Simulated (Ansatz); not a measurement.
# BSiH (singlet): wave-function methods side by side, 6-31G

How much of the correlation energy of BSiH (singlet) does each wave-function method recover here?

Method: 6-31G, core rule «outside noble gas», up to 6 orbitals frozen; program: Ansatz 0.2.0, Gaussian basis.

Plan: UHF; CCSD(T) on RHF; CCSD(T) on UHF; BCCD(T) on RHF; CISD; CCSDT(Q) on RHF; CCSDT(Q) on UHF; CISDTQ; CCSDTQ on RHF; CCSDTQ on UHF; CASSCF and MRCISD+Q, 8 electrons in 9 orbitals; CASSCF and MRCISD+Q(relaxed), 8 electrons in 9 orbitals; CASSCF and NEVPT2, 8 electrons in 9 orbitals; Full CI.

19 further runs of the same task are left out: 10 that didn't finish, 9 set aside as unsound or not needed.

### Step 1. What is computed

The geometry is a PBE0/def2-TZVP stationary point (not a proven minimum).

3 atoms, charge 0, spin multiplicity 1.

Atoms are counted from 1 here; the program's logs count them from 0.

Bond lengths: Si1–B2 2.039 Å, Si1–H3 1.516 Å. Angles: B2–Si1–H3 180.0°.

### Step 2. UHF

File in.yaml:

```yaml
crystal:
  periodic: [false, false, false]
  atoms:
    - {symbol: Si, position_ang: [0.000000, 0.000000, 0.174230]}
    - {symbol: B, position_ang: [0.000000, 0.000000, -1.864326]}
    - {symbol: H, position_ang: [0.000000, 0.000000, 1.690095]}
basis:
  gaussian: {orbitals: 6-31G}
magnetization: {spin_polarized: true, initial_magnetization: 0}
hamiltonian: {xc: hf}
output: {orbitals: {seedname: orbitals}}
```

The run is started by

```
$ ansatz run in.yaml --threads 1 --pin off --events-out ev --progress --plain --max-ram 2393MiB
```

After this run come: CCSD(T) on RHF; CCSD(T) on UHF; BCCD(T) on RHF; CISD; CCSDT(Q) on RHF; CCSDT(Q) on UHF; CISDTQ; CCSDTQ on RHF; CCSDTQ on UHF; CASSCF and MRCISD+Q, 8 electrons in 9 orbitals; CASSCF and MRCISD+Q(relaxed), 8 electrons in 9 orbitals; CASSCF and NEVPT2, 8 electrons in 9 orbitals; Full CI.

Before running them: what should the planned runs give, taken together? Wanted: FCI below the RHF energy; RMP2 from FCI; RCCSD from FCI; RCCSD(T) from FCI; RCCSDT(Q) from FCI; NEVPT2 valence from FCI; MRCISD+Q valence from FCI; MRCISD+Q(relaxed) valence from FCI; T1 diagnostic.

The runs gave:

| quantity | value |
| --- | --- |
| FCI below the RHF energy | -3.6950 eV |
| RMP2 from FCI | +126.2 kJ/mol |
| RCCSD from FCI | +30.9 kJ/mol |
| RCCSD(T) from FCI | +14.0 kJ/mol |
| RCCSDT(Q) from FCI | +2.4 kJ/mol |
| NEVPT2 valence from FCI | +22.9 kJ/mol |
| MRCISD+Q valence from FCI | +0.2 kJ/mol |
| MRCISD+Q(relaxed) valence from FCI | -0.5 kJ/mol |
| levels within 1 kcal/mol (43 meV) | RCCSDT(Q), RCCSDTQ, MRCISD valence, MRCISD+Q valence, MRCISD+Q(relaxed) valence |
| T1 diagnostic | 0.043 |
| effectively unpaired electrons | 2.17 |

RCCSD(T) lands +14.0 kJ/mol from the yardstick (3.9 % of the correlation energy). MRCISD+Q(relaxed) valence falls below full CI: the +Q correction isn't variational, and the cores differ from full CI's. With 2.2 effectively unpaired electrons against 0 the state is strongly multireference. Of the multireference levels listed MRCISD+Q valence comes nearest in total energy (+0.2 kJ/mol), which doesn't show that its space is the better one. Coupled cluster took another determinant than the lowest Hartree-Fock one. These misses are within one basis, not against nature.
